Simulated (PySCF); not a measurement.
## Isomerisation enthalpies of HCN

**Measured values to compare with.**

From Active Thermochemical Tables 1.112, for the gas at 0 K: enthalpy of formation of `C#N` (hydrogen cyanide) 129.675 ± 0.095 kJ/mol; enthalpy of formation of `[C-]#[NH+]` (hydrogen isocyanide) 191.58 ± 0.57 kJ/mol.

How close the calculation comes is told at the end.

Differences of these values give the isomerisation enthalpies. Geometries: GFN2-xTB; runs in PySCF, gas phase, with a dispersion term only where the level names one. Total electronic energies (Eh):

```json
{"SMILES": "C#N", "PBE0/pcSseg-1": "-93.30024"}
{"SMILES": "[C-]#[NH+]", "PBE0/pcSseg-1": "-93.27836"}
```

Geometry of `C#N` (Å):
```
atom  x, y, z in Å
C1    -0.0226   -0.0016   -0.0039
N2     1.1148    0.0201   -0.0109
H3    -1.0807   -0.0211    0.0022
```

Geometry of `[C-]#[NH+]` (Å):
```
atom  x, y, z in Å
C1     1.061    0.389   -0.006
N2    -0.047    0.054   -0.004
H3    -1.002   -0.234   -0.002
```

Zero-point and thermal terms are left out, so the computed numbers are electronic energies.

**Comparison with experiment**

Relative to `C#N`, the lowest by measurement, in kJ/mol (measured: enthalpies at 0 K; computed: electronic energies):

```tsv
SMILES	measured	PBE0/pcSseg-1
C#N	0.0	0.0
[C-]#[NH+]	61.9	57.5
```

Measured values: 129.675 kJ/mol (0 K; Active Thermochemical Tables 1.112) for the first row; the others come from the same table. Unsigned miss: PBE0/pcSseg-1 4.4 kJ/mol. Where a level misses, the cause wasn't examined.
